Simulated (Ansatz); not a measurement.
**HF (singlet): from Hartree-Fock to the top rungs, cc-pVTZ**

One table from this session's results is given with a row withheld; the runs are named, their logs left out.

Computed with Ansatz 0.2.0, Gaussian basis. Level: cc-pVTZ, core rule «outside noble gas», up to 1 orbitals frozen.

Plan: UHF; CCSD(T) on RHF; BCCD(T) on RHF; CISD; CCSDT(Q) on RHF; CASSCF and MRCISD+Q, 8 electrons in 5 orbitals; CASSCF and NEVPT2, 8 electrons in 5 orbitals.

8 further runs of the same task are left out: 4 that didn't finish, 4 set aside as unsound or not needed.

### The system

The geometry is a PBE0/def2-TZVP stationary point (not a proven minimum).

2 atoms, charge 0, spin multiplicity 1.

Atoms are counted from 1 here; the program's logs count them from 0.

Bond lengths: F1–H2 0.920 Å.

The first run:

Contents of in.yaml:

```yaml
crystal:
  periodic: [false, false, false]
  atoms:
    - {symbol: F, position_ang: [0.000000, 0.000000, 0.000000]}
    - {symbol: H, position_ang: [0.000000, 0.000000, 0.920000]}
basis:
  gaussian: {orbitals: cc-pVTZ}
magnetization: {spin_polarized: true, initial_magnetization: 0}
hamiltonian: {xc: hf}
output: {orbitals: {seedname: orbitals}}
```

On the command line:

```
$ ansatz run in.yaml --threads 1 --pin off --events-out ev --progress --plain --max-ram 2393MiB
```

Steps of the session up to this table: UHF; CCSD(T) on RHF; BCCD(T) on RHF; CISD; CCSDT(Q) on RHF; CASSCF and MRCISD+Q, 8 electrons in 5 orbitals; CASSCF and NEVPT2, 8 electrons in 5 orbitals.

One of the session's tables, all rows but one given; the rest of the session is left out.

```
          method  from RCCSDT(Q) (meV)
             RHF                     ?
            RMP2                +240.6
            CISD                +427.1
           RCCSD                +181.1
        RCCSD(T)                  +7.4
         BCCD(T)                  +6.9
          RCCSDT                  +6.6
       RCCSDT(Q)                     0
  CASSCF valence               +6974.7
  NEVPT2 valence                +783.9
  MRCISD valence                +344.2
MRCISD+Q valence                 +74.5
```

Q: Estimate the row for RHF from the others.

As computed: from RCCSDT(Q) (meV): +7639.8. In the column «from RCCSDT(Q) (meV)» it is the highest.

With the free atoms at the same levels and basis (separate runs), the atomisation energy is 5.938 eV at RCCSDT(Q), 5.937 eV at RCCSD(T), 4.150 eV at RHF.
